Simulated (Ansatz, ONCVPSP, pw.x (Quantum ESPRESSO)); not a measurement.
**pw.x on diamond Si: one setting changed**

Potential: optimised norm-conserving Vanderbilt (ONCV), ONCVPSP 4.0.1.1 (patched build), PBE; core [Ne], reference 3s1 3p3; waves: 3s: rc 1.62 bohr, ncon 4, nbas 8, qcut 4.5 1/bohr, 2 projectors, debl 0.7 Ha; 3p: rc 2.36 bohr, ncon 4, nbas 7, qcut 3.9 1/bohr, 3 projectors, debl 3 Ha; d scattering state at 0.17 Ha: rc 2.04 bohr, ncon 5, nbas 8, qcut 4.4 1/bohr, 2 projectors, debl 2.4 Ha; local part: polynomial inside 1.56 bohr (lpopt 5, dvloc0 1 Ha); core correction: Teter function, fcfact 3.75, rcfact 1.2.

The reference run (k-mesh 8³, cutoffs 50/200 Ry, Fermi–Dirac 0.01 Ry, mixing_beta 0.4, conv_thr 1e-9, no spin) gives 0.09 GPa at 20.463 Å³/atom, where all-electron LAPW gives -0.05 GPa. This run, with its own iteration cap, changes nbnd to 7.

```
&control
  calculation='scf', prefix='x', pseudo_dir='./', outdir='./tmp', tstress=.true., disk_io='none'
/
&system
  ibrav=0, nat=2, ntyp=1, ecutwfc=50, ecutrho=200, nbnd=7,
  occupations='smearing', smearing='fd', degauss=0.01
/
&electrons
  conv_thr=1e-09, mixing_beta=0.4, electron_maxstep=50
/
ATOMIC_SPECIES
Si 1.0 Si.UPF
CELL_PARAMETERS angstrom
  0.00000000 2.73520428 2.73520428
  2.73520428 0.00000000 2.73520428
  2.73520428 2.73520428 0.00000000
ATOMIC_POSITIONS crystal
Si 0.0000 0.0000 0.0000
Si 0.2500 0.2500 0.2500
K_POINTS automatic
8 8 8 0 0 0
```

```bash
pw.x < Si.scf.in > Si.scf.out
```

Task: How does the run end?

Result: It converges in 9 iterations; the free energy moves by +0.0 meV/atom and the pressure by +0.00 GPa. The result is that of the reference run.

```
Message from routine setup:
     using ibrav=0 with symmetry is DISCOURAGED, use correct ibrav instead
     lattice parameter (alat)  =       7.3098  a.u.
     unit-cell volume          =     276.1823 (a.u.)^3
     number of electrons       =         8.00
     number of Kohn-Sham states=            7
     kinetic-energy cutoff     =      50.0000  Ry
     charge density cutoff     =     200.0000  Ry
     scf convergence threshold =      1.0E-09
     Exchange-correlation= PBE
     number of k points=    29  Fermi-Dirac smearing, width (Ry)=  0.0100
     iteration #  1     ecut=    50.00 Ry     beta= 0.40
     total energy              =     -16.51215212 Ry
     estimated scf accuracy    <       0.09795158 Ry
     iteration #  2     ecut=    50.00 Ry     beta= 0.40
     total energy              =     -16.50500902 Ry
     estimated scf accuracy    <       0.02702786 Ry
     iteration #  3     ecut=    50.00 Ry     beta= 0.40
     total energy              =     -16.50739388 Ry
     estimated scf accuracy    <       0.00028077 Ry
     iteration #  4     ecut=    50.00 Ry     beta= 0.40
     total energy              =     -16.50749078 Ry
     estimated scf accuracy    <       0.00011450 Ry
     iteration #  5     ecut=    50.00 Ry     beta= 0.40
     total energy              =     -16.50749950 Ry
     estimated scf accuracy    <       0.00000091 Ry
     iteration #  6     ecut=    50.00 Ry     beta= 0.40
     total energy              =     -16.50749933 Ry
     estimated scf accuracy    <       0.00000197 Ry
     iteration #  7     ecut=    50.00 Ry     beta= 0.40
     total energy              =     -16.50749947 Ry
     estimated scf accuracy    <       0.00000024 Ry
     iteration #  8     ecut=    50.00 Ry     beta= 0.40
     total energy              =     -16.50749949 Ry
     estimated scf accuracy    <          1.5E-09 Ry
     iteration #  9     ecut=    50.00 Ry     beta= 0.40
     the Fermi energy is     6.2802 ev
!    total energy              =     -16.50749949 Ry
     estimated scf accuracy    <          8.7E-10 Ry
     smearing contrib. (-TS)   =      -0.00028345 Ry
     The total energy is F=E-TS. E is the sum of the following terms:
     one-electron contribution =       4.72277596 Ry
     hartree contribution      =       1.11635452 Ry
     xc contribution           =      -5.67149241 Ry
     ewald contribution        =     -16.67485410 Ry
     convergence has been achieved in   9 iterations
          total   stress  (Ry/bohr**3)                   (kbar)     P=        0.92
     Message from routine punch:
     Nothing written, as per user request (disk_io='none')
```

The run took about 12 s on one core of a shared host (Neoverse-N1, 64 threads, 124 GiB, load 50).
